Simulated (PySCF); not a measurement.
# Orbital picture of SiO⁺

PBE at R = 1.518 Å; basis Si pcseg-2, O pcseg-2; no relativity; PySCF 2.14. State: ²Σ⁺ (doublet), unpaired electrons σ ↑. Only the outer orbitals are listed, counted within each symmetry.

```tsv
spin	orbital	occ.	ε (eV)	on Si (%)	main shells (%)
α	5σ	1	-32.58	15	82 O s
α	6σ	1	-19.91	49	48 Si s, 40 O p, 10 O s
α	7σ	1	-16.78	61	36 O p, 32 Si s, 28 Si p
α	2π	1	-16.53	19	80 O p, 17 Si p
α	2π	1	-16.53	19	80 O p, 17 Si p
α	3π	0	-10.85	88	84 Si p, 12 O p
α	3π	0	-10.85	88	84 Si p, 12 O p
β	5σ	1	-31.84	16	81 O s
β	6σ	1	-18.75	56	55 Si s, 33 O p, 11 O s
β	2π	1	-16.26	20	80 O p, 17 Si p
β	2π	1	-16.26	20	80 O p, 17 Si p
β	7σ	0	-15.17	58	40 O p, 31 Si s, 25 Si p
β	3π	0	-10.18	88	85 Si p, 12 O p
β	3π	0	-10.18	88	85 Si p, 12 O p
```

Problem. Which are the highest filled and the lowest empty level, where do they sit, and how wide is the gap?

Solution. Highest filled β 2π at -16.26 eV (in %: 80 O p, 17 Si p); lowest empty β 7σ at -15.17 eV (in %: 40 O p, 31 Si s, 25 Si p); the gap at PBE is 1.09 eV.

```
bond order (Mayer)                                                                                                : 2.26
⟨S²⟩                                                                                                              : 0.755
charge on Si (Mulliken, basis-dependent)                                                                          : 1.25
charge on Si (Löwdin, basis-dependent)                                                                            : 1.22
dipole moment (positive dipole points towards O; it is taken about the centre of mass and depends on that origin) : -4.33 D
polarisability along the bond                                                                                     : 30.6 bohr³
polarisability across the bond                                                                                    : 19.2 bohr³
```

The state was picked by a PBE0 search and need not be the measured ground state.
